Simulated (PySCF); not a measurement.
C4H4O.
Cartesian coordinates in Å at the GFN2-xTB level; atoms count from 1:
```xyz
9
C4H4O angstrom
C     -1.6176    0.0965   -0.1724
C     -0.3224    0.2973   -0.3846
C      0.7250   -0.3116    0.4132
C      1.9959   -0.1245    0.2132
O      3.1324    0.0418    0.0359
H     -2.3651    0.5664   -0.7863
H     -1.9734   -0.5417    0.6190
H      0.0104    0.9425   -1.1858
H      0.4284   -0.9607    1.2226
```

A PySCF run (density fitting, gas phase, GFN2-xTB geometry) gave HOMO -7.68 eV, LUMO -0.05 eV, dipole 1.19 D and E = -229.724 Eh.

Problem. Which of these levels was it?
A. KT2/cc-pVTZ
B. PBE0/IGLO-III
C. CAM-B3LYP/def2-SVPD

Solution. C. It is CAM-B3LYP/def2-SVPD. All candidates on this geometry:

```csv
level and settings,kind,basis functions,SCF cycles,E (Eh),HOMO (eV),LUMO (eV),dipole (D)
KT2/cc-pVTZ,GGA,206,18,-233.9581,-5.29,-2.26,0.86
"PBE0/IGLO-III, level shift 0.2 Eh",global hybrid,215,12,-229.8214,-6.40,-1.24,1.05
CAM-B3LYP/def2-SVPD,range-separated hybrid,135,14,-229.7239,-7.68,-0.05,1.19
```

The nearest other candidate, by the summed differences of HOMO and LUMO, is PBE0/IGLO-III: its HOMO differs by +1.28 eV and its LUMO by -1.19 eV. Cycle counts include a coarse-grid stage where the run had one. KT2 was designed for NMR shieldings or shifts; total energies of different functionals aren't comparable.
